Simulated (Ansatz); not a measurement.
# Ammonia (NH₃): ionisation energy by level of theory

The task here is to estimate one member of a computed series from the others.

The runs use Ansatz 0.2.0, Gaussian basis; unrestricted cation, the program's frozen cores in correlated methods.

Levels to be run: UKS PBE-D4/def2-TZVPP; UKS r2SCAN-D4/def2-TZVPP; UKS PBE0-D4/def2-TZVPP; UKS B3LYP-D4/def2-TZVPP; UKS wB97X-V/def2-TZVPP; UKS wB97M-V/def2-TZVPP; UKS B2PLYP/def2-TZVPP; UHF-CCSD(T)/def2-TZVPP; UHF-CCSD(T)/def2-QZVPP; extrapolation to the limit; then −ε(HOMO) from the neutral's earlier runs with LDA (SPW92), PBE-D4, revPBE-D4, BLYP-D4, r2SCAN-D4, B97M-V, PBE0-D4, B3LYP-D4, r2SCANh-D4, r2SCAN0-D4, HSE06-D4, BHLYP-D4, CAM-B3LYP-D4, LC-ωPBE, ωB97X-V, ωB97M-V.

## The relaxed structure

An earlier PBE0-D4 in a triple-zeta def2 set relaxation fixed the geometry.

SMILES `N`, 4 atoms, charge 0, spin multiplicity 1.

Atoms are counted from 1 here; the program's logs count them from 0.

Bond lengths: N1–H2 1.013 Å, N1–H3 1.013 Å, N1–H4 1.013 Å. Angles: H2–N1–H3 107.1°, H2–N1–H4 107.1°, H3–N1–H4 107.1°.

The first run:

Input file in.yaml:

```yaml
crystal:
  periodic: [false, false, false]
  atoms:
    - {symbol: N, position_ang: [-0.069913, 0.249466, 0.110932]}
    - {symbol: H, position_ang: [0.490471, -0.301815, 0.749177]}
    - {symbol: H, position_ang: [-0.887479, -0.301945, -0.118911]}
    - {symbol: H, position_ang: [0.466922, 0.354284, -0.741198]}
basis:
  gaussian: {orbitals: def2-TZVPP}
total_charge: 1
magnetization: {spin_polarized: true, initial_magnetization: 1}
hamiltonian: {xc: pbe, dispersion: d4}
```

The run is started by

```sh
ansatz run in.yaml --threads 2 --pin off --events-out ev --progress --plain --max-ram 32768MiB --backend cpu
```

Steps of the session up to this table: Cation, UKS PBE-D4/def2-TZVPP; Cation, UKS r2SCAN-D4/def2-TZVPP; Cation, UKS PBE0-D4/def2-TZVPP; Cation, UKS B3LYP-D4/def2-TZVPP; Cation, UKS wB97X-V/def2-TZVPP; Cation, UKS wB97M-V/def2-TZVPP; Cation, UKS B2PLYP (frozen core)/def2-TZVPP; Cation, UHF-CCSD(T)/def2-TZVPP; Cation, UHF-CCSD(T)/def2-QZVPP.

One table of the session follows, with a row left open; its other results are not shown here.

Orbital estimates, from the neutral's runs:

| functional | −ε(HOMO) (eV) |
| --- | --- |
| LDA (SPW92) | 6.06 |
| PBE-D4 | 5.96 |
| revPBE-D4 | 5.92 |
| BLYP-D4 | 5.87 |
| r2SCAN-D4 | 6.32 |
| B97M-V | 6.46 |
| PBE0-D4 | 7.58 |
| B3LYP-D4 | 7.33 |
| r2SCANh-D4 | 6.92 |
| r2SCAN0-D4 | 7.83 |
| HSE06-D4 | ? |
| BHLYP-D4 | 9.13 |
| CAM-B3LYP-D4 | 9.11 |
| LC-ωPBE | 10.58 |
| ωB97X-V | 10.17 |
| ωB97M-V | 10.07 |

**Question.** Estimate the row for HSE06-D4.

The run gave: −ε(HOMO) (eV): 7.17. In the column «−ε(HOMO) (eV)» it lies between r2SCANh-D4 (6.92) and B3LYP-D4 (7.33).
